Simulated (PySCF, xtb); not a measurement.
C2H5O, SMILES CC[O] (connectivity only; charge and spin as stated), charge -1, multiplicity 1.

Harmonic wavenumbers (cm⁻¹) from GFN2-xTB run with xtb at its own minimum, in rising order: 221, 426, 779, 817, 997, 1137, 1235, 1294, 1341, 1388, 1504, 1509, 1522, 1982, 2238, 2920, 2984, 2993.

**Question.** What does PySCF with ωB97X-D3(BJ)/def2-SVPD give at its own minimum? (The exact figures need the calculation; the answer reports its results.)

**Answer.** 273, 434, 778, 855, 1050, 1166, 1227, 1269, 1323, 1380, 1437, 1455, 1475, 2592, 2646, 2979, 3070, 3100. Paired by order, the mean absolute difference is 93 cm⁻¹ and the zero-point energies are 39.0 and 40.8 kcal/mol.
